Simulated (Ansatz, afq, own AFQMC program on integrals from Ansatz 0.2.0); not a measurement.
## Atomization energy of Ge2, triplet

```xyz
2

Ge    0.0000    0.0000    0.0000
Ge    0.0000    0.0000    2.3831
```

Atoms in their ground-state spins without spin–orbit coupling (mostly on UHF) minus the molecule (UHF), without zero-point energy. The geometry is a stationary point, not shown to be a minimum.

Basis cc-pVDZ. Only valence electrons are correlated. Integrals, coupled cluster, full CI and functionals: Ansatz 0.2.0; the random walks run on the same integrals in our own AFQMC program. ph-AFQMC/CISD is guided by a CISD state made of CCSD amplitudes; releasing the constraint for a short imaginary time cuts its bias at the price of noise, slowly where states lie close. Free projection: walkers drawn from exp(T), propagated without any constraint. Its projection time is finite, and what remains of the start isn't in its error. Error bars are statistical, one sigma. No spin–orbit coupling. The errors of all members are added in quadrature.

No full CI on the walks' own integrals is used here; CCSDT(Q) serves as the reference and is uncertain by about the last step of the cluster series. Each member takes its own surest rung, up to full CI.

Errors are counted within cc-pVDZ, not against nature.

Cautions: inner d shell frozen; no relativity below Rb; no spin-orbit coupling; Ge₂ (triplet): lower spins were not checked, its ph-AFQMC/CISD value lies 32 ± 9 meV above CCSDT(Q).

Reference (CCSDT(Q)): 2.350 eV.

```tsv
level	atomization energy (eV)	error against CCSDT(Q) (eV)
HF	1.259	-1.091
MP2	2.295	-0.055
CCSD	2.181	-0.170
CCSD(T)	2.316	-0.034
CCSDT	2.338	-0.012
ph-AFQMC/HF	2.229 ± 0.031	-0.122 ± 0.031
ph-AFQMC/CISD	2.324 ± 0.009	-0.027 ± 0.009
released AFQMC	2.335 ± 0.010	-0.015 ± 0.010
free AFQMC	2.338 ± 0.011	-0.012 ± 0.011
```

Correlation beyond CCSD(T) adds 0.034 eV. The perturbative (T) step is worth +0.135 eV.

Free projections are given only where their last times agree within the noise and don't stop above the reference; a slow remainder of the start can still hide under it. A walk keeps the symmetry of its determinant, which the program's search chose and which needn't be the lowest solution, so a lower state of the same spin and another symmetry isn't excluded. Released energies are given only where the last usable release times agree within the noise; a slower fall can still hide under it.
